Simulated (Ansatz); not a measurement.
For zinc-blende HgSe, PBEsol in Ansatz (PAW) gives:

| Quantity | Value |
|---|---|
| equilibrium lattice constant a | 6.133 Å |
| bulk modulus | 51.6 GPa |
| cohesive energy | 1.99 eV/atom |
| band gap at the measured cell | 0.00 eV |

**Question.** What does PBE0 (PAW; Ansatz, a first-principles code) give for the same quantities?

**Answer.** 
- lattice constant a: 6.174 Å (rises by 0.7 %)
- bulk modulus: 51.2 GPa (decreases by 0.8 %)
- cohesive energy: 1.61 eV/atom (shrinks by 0.38 eV/atom)
- band gap at the measured cell: 0.34 eV (grows by 0.34 eV)

For comparison: lattice constant a 6.085 Å (measured, 293 K, no zero-point or thermal correction; as tabulated in Cardona et al. (2009), arXiv:0908.2634); bulk modulus 50 GPa (measured, temperature not stated, not corrected to a static lattice, sources range from 48.5 to 51.6; as tabulated in Toher et al. (2017), arXiv:1611.05714).

Changes are worked out from the printed values.

Unless a cell is named, each level is at its own relaxed cell (PBEsol 28.83, PBE0 29.41 Å³/atom).

Levels without +SOC leave out spin–orbit coupling, which shifts energies and cells of such heavy elements.

Levels without +SOC have no spin–orbit coupling; where heavier elements are present it shifts gaps, mostly down, and can invert bands. A gap of zero means that the bands touch or overlap. Density-functional gaps are differences of (generalised) Kohn–Sham levels.

Ansatz's density-functional and Hartree–Fock values are scalar-relativistic unless marked +SOC, with PAW data made under PBE.
